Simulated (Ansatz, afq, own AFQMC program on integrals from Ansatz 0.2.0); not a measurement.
**SiH$_{2}$, triplet: AFQMC among the cluster methods**

```yaml
atoms:
  - { symbol: Si, position_ang: [0.0000, -0.0486, -0.0037] }
  - { symbol: H, position_ang: [0.0000, 0.6443, -1.1728] }
  - { symbol: H, position_ang: [0.0000, 0.7091, 1.2747] }
```

Basis cc-pVDZ. Noble-gas cores (and the filled d shells of Ga–Kr and In–Xe) are frozen. Integrals, coupled cluster, full CI and functionals: Ansatz 0.2.0; the random walks run on the same integrals in our own AFQMC program. ph-AFQMC/CISD is guided by a CISD state made of CCSD amplitudes; releasing the constraint for a short imaginary time cuts its bias at the price of noise, slowly where states lie close. Error bars are statistical, one sigma.

Determinant: ROHF, the one that the program's search chose, which needn't be the lowest solution. The geometry is a point of a scan.

Full CI on the same integrals is exact in this basis and with this determinant's frozen core.

Cautions: lower spins were not checked.

- T1 diagnostic: 0.0196
- weight of the determinant in the CISD state: 0.939
- size of the correlated space: 6 electrons in 23 orbitals

Reference: full CI, correlation energy -2.662 eV. The released energy is read at 2.40 1/Eh (meV from the phaseless value at times in 1/Eh: 0.4 ± 0.8 at 0.24, -1.0 ± 0.6 at 0.51, 2 ± 3 at 0.99, -1.6 ± 0.4 at 1.62, -1.1 ± 0.6 at 2.40).

```tsv
level	E − E(reference) (mEh)	share of correlation (%)
HF	97.84	0.00
MP2	24.02	75.45
CCSD	2.34	97.60
CCSD(T)	0.59	99.40
CCSDT	0.04	99.96
CCSDT(Q)	0.01	99.99
CCSDTQ	0.00	100.00
ph-AFQMC/CISD	0.06 ± 0.03	99.93
released AFQMC	0.02 ± 0.02	99.98
```

CCSDT and higher add their correlation energy to the determinant of the CCSD(T) run, since their own runs factorise the integrals more tightly (a shift of under 2 meV). A walk keeps the symmetry of its determinant, which the program's search chose and which needn't be the lowest solution, so a lower state of the same spin and another symmetry isn't excluded. Released energies are given only where the last usable release times agree within the noise; a slower fall can still hide under it.
